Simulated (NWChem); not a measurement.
Everything below was run with NWChem. System: O2 (-1), charge -1, spin multiplicity 2, at a geometry optimised with UPBE0/def2-SVP. The structure started from a generated list of species. Its SCF solution wasn't tested for a lower state. Level: ROCCSD(T)/aug-cc-pVDZ, 2 core orbitals frozen.

NWChem printed:

```
             Northwest Computational Chemistry Package (NWChem) 7.3.0
             --------------------------------------------------------

                                NWChem Input Module
                                -------------------

 Scaling coordinates for geometry "geometry" by  1.889725989
 (inverse scale =  0.529177249)

 Turning off AUTOSYM since
 SYMMETRY directive was detected!

                             Geometry "geometry" -> ""
                             -------------------------

 Output coordinates in angstroms (scale by  1.889725989 to convert to a.u.)

  No.       Tag          Charge          X              Y              Z
 ---- ---------------- ---------- -------------- -------------- --------------
    1 O                    8.0000     0.00000000     0.00000000     0.66055400
    2 O                    8.0000     0.00000000     0.00000000    -0.66055400

 Effective nuclear repulsion energy (a.u.)      25.6355604053

            Nuclear Dipole moment (a.u.)
            ----------------------------
        X                 Y               Z
 ---------------- ---------------- ----------------
     0.0000000000     0.0000000000     0.0000000000

      Symmetry information
      --------------------

 Group name             D2h
 Group number             26
 Group order               8
 No. of unique centers     1

      Symmetry unique atoms

     1


 Summary of "ao basis" -> "" (spherical)
 ------------------------------------------------------------------------------
       Tag                 Description            Shells   Functions and Types
 ---------------- ------------------------------  ------  ---------------------
 *                        aug-cc-pvdz                 on all atoms

 Summary of "ao basis" -> "ao basis" (spherical)
 ------------------------------------------------------------------------------
       Tag                 Description            Shells   Functions and Types
 ---------------- ------------------------------  ------  ---------------------
 O                        aug-cc-pvdz                9       23   4s3p2d

                                 NWChem SCF Module
                                 -----------------

  ao basis        = "ao basis"
  functions       =    46
  atoms           =     2
  closed shells   =     8
  open shells     =     1
  charge          =  -1.00
  wavefunction    = ROHF
  use symmetry    = T
  symmetry adapt  = T

 Summary of "ao basis" -> "ao basis" (spherical)
[...]
      Number of processors :     1
         Wavefunction type : Restricted open-shell Hartree-Fock
          No. of electrons :    17
           Alpha electrons :     9
            Beta electrons :     8
           No. of orbitals :    92
            Alpha orbitals :    46
             Beta orbitals :    46
        Alpha frozen cores :     2
         Beta frozen cores :     2
     Alpha frozen virtuals :     0
      Beta frozen virtuals :     0
         Spin multiplicity : doublet
    Number of AO functions :    46
       Number of AO shells :    18
        Use of symmetry is : on
      Symmetry adaption is : on
         Schwarz screening : 0.10D-09

          Correlation Information
          -----------------------
          Calculation type : Coupled-cluster singles & doubles w/ perturbation
   Perturbative correction : (T)
            Max iterations :      100
        Residual threshold : 0.10D-05
     T(0) DIIS level shift : 0.00D+00
     L(0) DIIS level shift : 0.00D+00
     T(1) DIIS level shift : 0.00D+00
     L(1) DIIS level shift : 0.00D+00
     T(R) DIIS level shift : 0.00D+00
     T(I) DIIS level shift : 0.00D+00
   CC-T/L Amplitude update :  5-th order DIIS
                I/O scheme : Global Array Library
        L-threshold :  0.10D-05
        EOM-threshold :  0.10D-05
 no EOMCCSD initial starts read in
 TCE RESTART OPTIONS
 SLICE:      F
 D4D5:       F
 quantumc:   F
 qrotation:  F
 pwtce:      F
 qducc:      F
 nacto:                         0
 nrotv:                         0
 nrot:                          0

            Memory Information
            ------------------
          Available GA space size is     249032568 doubles
          Available MA space size is     104855404 doubles

 Maximum block size supplied by input
 Maximum block size        24 doubles

 tile_dim =      9

 -------------------------------------------------

 Global array virtual files algorithm will be used

 Parallel file system coherency ......... OK

 4-electron integrals stored in orbital form

 v2    file size   =           100105
 4-index algorithm nr.  13 is used
 imaxsize =       30
 imaxsize ichop =        0


CCSD iterations
 ---------------------------------------------------------
 Iter          Residuum       Correlation     Cpu    Wall
 ---------------------------------------------------------
    1   0.2319898604982  -0.4287431537912     0.8     0.8
    2   0.0689746757933  -0.3934757442567     0.8     0.8
    3   0.0381578418214  -0.4146328405833     0.8     0.8
    4   0.0257154231296  -0.4091449424764     0.8     0.8
    5   0.0246669573678  -0.4123308462239     0.8     0.8
    6   0.0033241362091  -0.4120237355092     0.8     0.8
    7   0.0018465390044  -0.4119418333822     0.8     0.8
    8   0.0011196405820  -0.4118676054026     0.8     0.8
    9   0.0009368453193  -0.4119823191751     0.8     0.8
   10   0.0008353449766  -0.4119245599226     0.8     0.8
   11   0.0001249376431  -0.4119876569194     0.8     0.8
   12   0.0000638576185  -0.4119698722028     0.8     0.8
   13   0.0000378508680  -0.4119767974859     0.8     0.8
   14   0.0000297212837  -0.4119746213945     0.8     0.8
   15   0.0000233211783  -0.4119756159640     0.8     0.8
   16   0.0000054307571  -0.4119757323622     0.8     0.8
   17   0.0000026837647  -0.4119756623080     0.9     0.9
   18   0.0000015666423  -0.4119755256371     0.8     0.8
   19   0.0000011058802  -0.4119756972066     0.8     0.8
   20   0.0000009431765  -0.4119756096561     0.8     0.8
 -----------------------------------------------------------------
 Iterations converged
 CCSD correlation energy / hartree =        -0.411975609656094
 CCSD total energy / hartree       =      -150.014009029213781

 Singles contributions

 Doubles contributions
 CCSD(T)
 Using plain CCSD(T) code
             total no. of tasks         9844
 total no. of tasks / no. procs         9844
                         wl_min            1           1.0
                         wl_max         5184           4.2
        thresh for no. of tasks         9844

 CCSD[T]  correction energy / hartree =        -0.016394743796347
 CCSD[T] correlation energy / hartree =        -0.428370353452440
 CCSD[T] total energy / hartree       =      -150.030403773010136
 CCSD(T)  correction energy / hartree =        -0.015242801534248
 CCSD(T) correlation energy / hartree =        -0.427218411190342
 CCSD(T) total energy / hartree       =      -150.029251830748024

 Task  times  cpu:       18.7s     wall:       18.7s

 Total times  cpu:       18.7s     wall:       18.7s
```

### Question
Write an NWChem input that would produce this output.

### Answer
This is not unique; one that fits is 
```
start mol
memory heap 100 mb stack 700 mb global 1900 mb
charge -1
geometry units angstroms nocenter noautoz
  O      0.000000     0.000000     0.660554
  O      0.000000     0.000000    -0.660554
  symmetry group D2h
end
basis spherical
  * library aug-cc-pvdz
end
scf
  rohf
  nopen 1
  maxiter 100
  thresh 1e-7
  semidirect memsize 60000000 filesize 0
  # guess.movecs holds the orbitals of an unrestricted PBE0 run
  vectors input guess.movecs swap 8 9 output mol.movecs
end
tce
  freeze core 2
  ccsd(t)
  2eorb
  2emet 13
  thresh 1e-6
  maxiter 100
  tilesize 24
end
task tce energy
```
